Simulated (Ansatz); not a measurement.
# C₃H₇ClO: up Jacob's ladder to CCSD(T)

An exercise on one series of results from a longer session: the logs are not shown, and one member is left open.

Program: Ansatz 0.2.0, Gaussian basis. Level of theory: functionals in def2-TZVPP, the program's frozen cores in correlated methods. These are calculated values, not measurements.

The runs, in order: LDA (SPW92), PBE-D4, revPBE-D4, BLYP-D4, r2SCAN-D4, B97M-V, PBE0-D4, B3LYP-D4, r2SCANh-D4, r2SCAN0-D4, HSE06-D4, BHLYP-D4, CAM-B3LYP-D4, LC-ωPBE, ωB97X-V, ωB97M-V, B2PLYP, PBE-QIDH; CCSD(T)/def2-SVP; CCSD(T)/def2-TZVPP; MP2/def2-QZVPP; extrapolation to the limit; RPA on PBE.

### The relaxed structure

All runs share one geometry, relaxed beforehand with PBE0-D4 in a triple-zeta def2 set.

12 atoms, charge 0, spin multiplicity 1.

Atoms are counted from 1 here; the program's logs count them from 0.

Bond lengths: C1–O2 1.411 Å, C1–H6 1.097 Å, C1–H7 1.094 Å, C1–H8 1.089 Å, O2–C3 1.366 Å, C3–C4 1.501 Å, C3–Cl5 1.837 Å, C3–H9 1.096 Å, C4–H10 1.092 Å, C4–H11 1.090 Å, C4–H12 1.089 Å. Angles: O2–C1–H6 110.9°, O2–C1–H7 110.9°, O2–C1–H8 106.8°, H6–C1–H7 109.1°, H6–C1–H8 109.4°, H7–C1–H8 109.7°, C1–O2–C3 114.8°, O2–C3–C4 109.5°, O2–C3–Cl5 111.2°, O2–C3–H9 111.5°, C4–C3–Cl5 108.9°, C4–C3–H9 112.7°, Cl5–C3–H9 102.7°, C3–C4–H10 109.1°, C3–C4–H11 109.8°, C3–C4–H12 110.5°, H10–C4–H11 108.9°, H10–C4–H12 109.3° and more.

The first run:

The input, in.yaml:

```yaml
crystal:
  periodic: [false, false, false]
  atoms:
    - {symbol: C, position_ang: [-1.577137, 0.916503, -0.417095]}
    - {symbol: O, position_ang: [-0.820551, -0.180314, 0.045991]}
    - {symbol: C, position_ang: [0.531566, 0.014579, 0.046930]}
    - {symbol: C, position_ang: [1.225847, -1.284844, 0.333795]}
    - {symbol: Cl, position_ang: [1.025132, 1.245785, 1.317498]}
    - {symbol: H, position_ang: [-1.251057, 1.222153, -1.418762]}
    - {symbol: H, position_ang: [-1.487341, 1.767161, 0.264461]}
    - {symbol: H, position_ang: [-2.614395, 0.588670, -0.459275]}
    - {symbol: H, position_ang: [0.871509, 0.479738, -0.885015]}
    - {symbol: H, position_ang: [0.974089, -2.004079, -0.448894]}
    - {symbol: H, position_ang: [0.893905, -1.677528, 1.295208]}
    - {symbol: H, position_ang: [2.305336, -1.143026, 0.359258]}
basis:
  gaussian: {orbitals: def2-TZVPP}
hamiltonian: {xc: lda}
output: {orbitals: {seedname: orbitals}}
```

Run with:

```
$ ansatz run in.yaml --threads 4 --pin off --events-out ev --progress --plain --max-ram 10444MiB
```

Steps of the session up to this table: LDA; PBE-D4 (GGA); revPBE-D4 (GGA); BLYP-D4 (GGA); r2SCAN-D4 (meta-GGA); B97M-V (meta-GGA); PBE0-D4 (hybrid); B3LYP-D4 (hybrid); r2SCANh-D4 (hybrid); r2SCAN0-D4 (hybrid); HSE06-D4 (hybrid); BHLYP-D4 (hybrid); CAM-B3LYP-D4 (range-separated); LC-ωPBE (range-separated); ωB97X-V (range-separated); ωB97M-V (range-separated); B2PLYP (double hybrid); PBE-QIDH (double hybrid).

One of the session's tables, all rows but one given; the rest of the session is left out.

It belongs to the step «Orbital energies across the functionals». 

| functional | HOMO (eV) | LUMO (eV) | gap (eV) |
| --- | --- | --- | --- |
| LDA (SPW92) | -6.82 | -0.53 | 6.29 |
| PBE-D4 | -6.68 | -0.30 | 6.38 |
| revPBE-D4 | -6.62 | -0.20 | 6.42 |
| BLYP-D4 | -6.58 | -0.21 | 6.37 |
| r2SCAN-D4 | -7.01 | 0.02 | 7.03 |
| B97M-V | -7.16 | 0.00 | 7.17 |
| PBE0-D4 | -8.20 | 0.78 | 8.98 |
| B3LYP-D4 | -7.96 | 0.47 | 8.43 |
| r2SCANh-D4 | -7.58 | 0.41 | 7.99 |
| r2SCAN0-D4 | -8.44 | 0.99 | 9.43 |
| HSE06-D4 | -7.80 | 0.39 | 8.19 |
| BHLYP-D4 | -9.60 | 1.73 | 11.33 |
| CAM-B3LYP-D4 | -9.62 | 1.81 | 11.43 |
| LC-ωPBE | -10.92 | 3.11 | 14.03 |
| ωB97X-V | ? | ? | ? |
| ωB97M-V | -10.54 | 2.63 | 13.17 |

**Question.** Estimate the row for ωB97X-V.

As computed: HOMO (eV): -10.62; LUMO (eV): 2.94; gap (eV): 13.56. In the column «HOMO (eV)» it lies between LC-ωPBE (-10.92) and ωB97M-V (-10.54).
